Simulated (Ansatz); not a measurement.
The same path of ClH3Si + H2O (8 atoms, charge 0, multiplicity 1) was run twice with different band settings. Lost on the way: Si1–Cl2, H6–O7. Made: Si1–O7, Cl2–H6.

Computed with RKS B3LYP/def2-TZVP (Ansatz 0.2.0).

Relaxed end points:

```xyz
8
Properties=species:S:1:pos:R:3
Si -0.419 -0.722 -1.051
Cl 1.524 -1.083 -0.394
H -0.626 -1.566 -2.245
H -0.533 0.703 -1.408
H -1.356 -1.098 0.020
H 0.890 0.591 1.605
O 0.109 1.132 1.772
H 0.410 2.043 1.700
```

```xyz
8
Properties=species:S:1:pos:R:3
Si -0.992 -0.073 -0.658
Cl 3.087 -0.561 1.141
H -0.332 -1.195 -1.351
H -1.243 1.048 -1.595
H -2.285 -0.505 -0.073
H 1.864 -0.212 0.875
O 0.073 0.386 0.540
H -0.172 1.113 1.120
```

Common settings: movable images 9; climbing image yes; optimiser quadratic models (default); start path through a guess of the saddle point; force threshold 0.03 eV/Å; iteration limit 60; end points relaxed.

| run | spring |
| --- | --- |
| 1 | 5.0 eV/Å² |
| 2 | 0.1 eV/Å² |

(1) What does each run give, and how far can it be trusted?

## Answers

(1) Run 1: converged after 25 iterations, highest image 0.982 eV above the first end. A vibrational analysis at the climbing image gives one clearly imaginary mode, 144i cm⁻¹: a first-order saddle point.
Run 2: converged after 29 iterations, highest image 0.982 eV above the first end. Another band between the same ends (9 images) ends at a top of the same energy, where a vibrational analysis finds 1 clearly imaginary mode.
The orbitals stay closed-shell, which can raise the energy where a bond breaks towards radicals; this wasn't checked here.
